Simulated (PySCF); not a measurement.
## Working with the constants of SiC⁻

ROHF-CCSD(T) constants of SiC⁻, ²Σ⁺ (doublet), unpaired electrons σ ↑ (basis Si aug-cc-pV(D+d)Z, C aug-cc-pVDZ; no relativity; PySCF 2.14; masses 27.9769 and 12.0000 u):

```
ωe              : 973.5 cm⁻¹
ωexe            : 6.02 cm⁻¹
Be              : 0.68264 cm⁻¹
αe              : 0.00562 cm⁻¹
D (centrifugal) : 1.34e-06 cm⁻¹
De to Si⁻ + C   : 4.77 eV
```

Question: Give the vibrational terms G(v) and spacings up to v = 6.

Answer: G(v) = ωe(v+½) − ωexe(v+½)².

```csv
v,G(v) (cm⁻¹),G(v) − G(v−1),Bv (cm⁻¹)
0,485.2,,0.6798
1,1446.7,961.5,0.6742
2,2396.1,949.4,0.6686
3,3333.5,937.4,0.6630
4,4258.8,925.3,0.6573
5,5172.1,913.3,0.6517
6,6073.4,901.3,0.6461
```

Question: How well does the Morse estimate ωe²/(4ωexe) reproduce De, and what is D0?

Answer: It gives 4.88 eV, 102 % of the computed De. D0 = De − G(0) = 4.77 − 0.06 = 4.71 eV.

Correlated steps freeze 6 core orbitals. Correlated levels converge slowly with the basis: in double zeta they bind strong bonds too weakly, by up to about 1 eV, and carry superposition errors of some tenths. For an ion De counts to the pair picked by the measured ionisation energies or electron affinities, which need not be the lowest pair at this level. The CCSD T1 diagnostic is raised, a sign that a single reference may not be enough here. The state is the lowest determinant that a PBE0 search found; another state may lie lower at other levels.
